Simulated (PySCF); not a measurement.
# Stationary points of SiO₂⁻

Method: PBE0 in PySCF with Si def2-TZVPD, O def2-TZVPD; no relativity; density-fitted integrals.

Relaxations began from a few typed shapes; open shells are unrestricted. The search is not exhaustive: other isomers or separated fragments can lie lower, and high-lying points may rest on an excited occupation.

```json
{"spin": "doublet", "group": "C2v", "bonds": "Si–O 1.551 Å (×2)", "angles": "O–Si–O 138.7°", "imaginary modes (cm⁻¹)": "none", "ΔE (kJ/mol)": "0.0", "ΔE with ZPE (kJ/mol)": "0.0"}
{"spin": "doublet", "group": "D∞h", "bonds": "Si–O 1.544 Å (×2)", "angles": "O–Si–O 180.0°", "imaginary modes (cm⁻¹)": "414i, 414i", "ΔE (kJ/mol)": "46.9", "ΔE with ZPE (kJ/mol)": "–"}
```

The lowest minimum found is the doublet C2v: Si–O 1.551 Å (×2); O–Si–O 138.7°.

For the lowest minimum: the lowest empty level of this anion is unbound, so it and the gap depend on the basis.
